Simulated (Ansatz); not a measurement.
**Electronic dielectric constant ε∞ of some oxides**

Method: PBE (Ansatz, an electronic-structure program, PAW). References are measured values at room or unstated temperature, uncorrected unless marked, so that the deviations hold thermal and zero-point effects besides the level's error. The table is a random draw of 6 from 11 solids with such references.

| solid | reference | PBE | deviation (%) |
|---|---|---|---|
| rock-salt MgO | 2.96¶ | ? | ? |
| fluorite CeO₂ | 5.31 | 7.86 | +48 |
| rutile TiO₂ | 6.34 | 7.85 | +24 |
| corundum (α-Al2O3) | 3.1 | 3.27 | +5.5 |
| anatase TiO₂ (metastable phase) | 5.62 | 6.66 | +18.5 |
| tetragonal perovskite BaTiO₃ (room-temperature form, which distorts further on cooling) | 5.15¶ | 5.81 | +12.8 |

Q: Estimate the withheld PBE value.

A: The deviations of the other rows run from +5.5 % to +48 %, with a median of +18.5 %; carried to the reference 2.96 it gives 3.51. The run gives 3.24 (+9.5 %), -7.7 % from the estimate; the row was drawn at random, and such an estimate is rough. Over these 6 solids the mean deviation is +19.7 %, the mean absolute deviation 19.7 % (median 15.7 %), and the worst case fluorite CeO2 at +48 %; the value is too high in 6 of 6 cases. Over all 11, from unrounded values, the mean deviation is +17.7 % and the mean absolute deviation 17.7 % (median 15.7 %). Caveats on values not shown: the relaxation could not lower the start's symmetry, so the cell can be a saddle point above a distorted one (1).

Spin–orbit coupling is left out, also for the solids with elements from indium on (fluorite CeO2, tetragonal perovskite BaTiO3); its size isn't shown.

¶ marks references of a special kind: rock-salt MgO, 2.96 (measured, 296 K, copied from a table, unchecked, long-wavelength limit of the electronic terms of a dispersion formula fitted to measured refractive indices over 0.36-5.4 um; lattice terms left out; as tabulated in doi:10.6028/jres.049.025 ); tetragonal perovskite BaTiO₃ (room-temperature form, which distorts further on cooling), 5.15 (measured, room temperature, copied from a table, unchecked, long-wavelength limit of the electronic terms of a dispersion formula fitted to measured refractive indices over 0.4-0.7 um; lattice terms left out, mean of the two values across and the one along c; as tabulated in Wemple et al. (1968), doi:10.1016/0022-3697(68)90164-9).

Differences are worked out from the printed values.

Each level is taken at its own relaxed cell. Caveats: the relaxation could not lower the start's symmetry, so the cell can be a saddle point above a distorted one (tetragonal perovskite BaTiO3). Ansatz's density-functional and Hartree–Fock values are scalar-relativistic unless marked +SOC, with PAW data made under PBE.

Ansatz's runs of these crystals have no spin polarisation.

Not in this set, of the oxides with a reference value in our tables and a result at some level: 5 for no value at PBE (not run, a failed fit, an unstable or unbound cell, or a value held back for tests); 1 for a high-temperature or high-pressure phase; 1 for a run that failed a test (PBE); 1 for another kind of cell or another program; 1 for a run that ended without the magnetic order (PBE). These can be a level's best or worst cases. At least 2 more with a reference value are held back for tests. Solids without a released value at any level aren't counted. Layered and molecular crystals are counted apart.

References as tabulated in Skone et al. (2014), arXiv:1501.03184; doi:10.6028/jres.049.025 ; Toward a consistent prediction of defect chemistry in CeO2 (PMC9835833); Gerosa et al. (2015), arXiv:1508.02174 and others.
